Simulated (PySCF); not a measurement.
## Deprotonation sites of hydroperoxonium

System: `O[OH2+]` ([H3O2]+). Non-hydrogen atoms are numbered in `[OH:1][OH2+:2]`.

Energies: ωB97X-D3(BJ)/ma-def2-TZVP (PySCF, density fitting, integration grid level 2) on PBE0-D3(BJ)/ma-def2-SVP structures. The prefix ma- adds one diffuse s and one diffuse p function on all atoms but H. ωB97X-D3(BJ) is ωB97X-V with D3(BJ) in place of VV10. Thermal corrections: PBE0-D3(BJ)/ma-def2-SVP frequencies, unscaled, ideal gas at 298.15 K and 1 bar, quasi-RRHO entropy.

```csv
site,product,ΔH(acid) / eV,ΔG(acid) / eV,gas share
O2 (oxygen),OO,6.96,6.65,> 99.9 %
O1 (hydroxyl oxygen),[O-][OH2+],8.96,8.64,< 0.1 %
```

ΔH and ΔG refer to the loss of H⁺ in the gas phase. Shares are Boltzmann weights among the listed products; an error of 10 kJ/mol changes a ratio about 56-fold. Sites whose products fell apart, merged with another or lost in a GFN2-xTB screen aren't listed.

Of the listed sites O2 (oxygen) is favoured in the gas phase, 1.99 eV ahead of O1 in free energy.

Against the Active Thermochemical Tables (version 1.112): O2 666 (computed 672, error 5) kJ/mol.

Run with `OMP_NUM_THREADS=1 python redox_run.py task.json out` on 1 thread of Arm Neoverse V2, a shared host. Structures, frequencies and single points: 33 s of wall time.

Differences come from unrounded values, so a last digit can differ from that of the printed terms.
